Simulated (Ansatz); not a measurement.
Relaxation of BFH5Si (8 atoms, charge 0, multiplicity 2), to a largest force component of 0.03 eV/Å in at most 50 steps.

Theory: UKS PBE0/6-31G* in Ansatz 0.2.0.

```xyz
8
Properties=species:S:1:pos:R:3
B -0.008 0.016 -0.307
F -0.022 0.104 1.014
H 1.052 -0.011 -0.862
H -1.057 -0.016 -0.884
Si 0.022 -0.050 3.815
H -0.761 -1.200 4.360
H 1.414 -0.080 4.356
H -0.640 1.237 4.191
```

**Question.** Where does it end, and by what steps?

**Answer.** It converged. The force dipped under the threshold on the way, but the program's further checks kept it going. After 22 steps the energy has fallen by 0.165 eV; H6 moved furthest, 1.16 Å.

```
step  energy less start (eV)  largest force component (eV/Å)  accepted
   0                  0.0000                           0.504       yes
   1                 -0.0993                           0.173       yes
   2                 -0.0871                           1.021        no
   3                 -0.1191                           0.058       yes
   4                 -0.1286                           0.064       yes
   5                 -0.1347                           0.157       yes
   6                 -0.1374                           0.251       yes
   7                 -0.1404                           0.281       yes
   8                 -0.1445                           0.027       yes
   9                 -0.1423                           0.284        no
  10                 -0.1409                           0.331        no
  11                 -0.1458                           0.037       yes
  12                 -0.1476                           0.112       yes
  13                 -0.1491                           0.159       yes
  14                 -0.1515                           0.197       yes
  15                 -0.1545                           0.232       yes
  16                 -0.1427                           0.486        no
  17                 -0.1599                           0.046       yes
  18                 -0.1623                           0.035       yes
  19                 -0.1640                           0.125       yes
  20                 -0.1648                           0.082       yes
  21                 -0.1649                           0.107       yes
  22                 -0.1655                           0.017       yes
```

```xyz
8
Properties=species:S:1:pos:R:3
B 0.095 0.130 -0.409
F 0.129 0.591 0.829
H 1.141 -0.085 -0.953
H -0.978 -0.044 -0.912
Si -0.234 -0.367 4.060
H -0.456 -0.902 5.434
H 1.220 -0.269 3.753
H -0.917 0.944 3.880
```

Whether the end is a true minimum wasn't checked by a vibrational analysis.

Run time: 52 s on 1 thread of Arm Neoverse V2 (shared host), peak memory 0.14 GiB.
